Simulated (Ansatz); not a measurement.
## CH6Si (methylsilane): name the method

The species is CH6Si (8 atoms), meant as a singlet with charge 0. SMILES: `C[SiH3]`. The coordinates come from a PBE0-D4/def2-TZVP relaxation.

```xyz
8

C    -0.1815    0.2397   -0.9403
Si    0.1624   -0.2145    0.8415
H    -1.2405    0.1125   -1.1756
H     0.3955   -0.3914   -1.6198
H     0.0866    1.2807   -1.1339
H    -0.6250    0.6462    1.7654
H     1.6056   -0.0400    1.1599
H    -0.2031   -1.6332    1.1028
```

A calculation with Ansatz 0.2.0 gave:

| Item | Value |
| --- | --- |
| total energy | -330.6722 Eh |

Problem. Which of these levels gave the numbers?
A. CCSD(T)/def2-TZVP
B. BLYP/def2-TZVP
C. PBE/def2-TZVP
D. B3LYP/6-31G* (Cartesian functions)

Solution. A. The others give -331.1909 Eh (BLYP/def2-TZVP), -331.0069 Eh (PBE/def2-TZVP), -331.2107 Eh (B3LYP/6-31G* (Cartesian functions)).
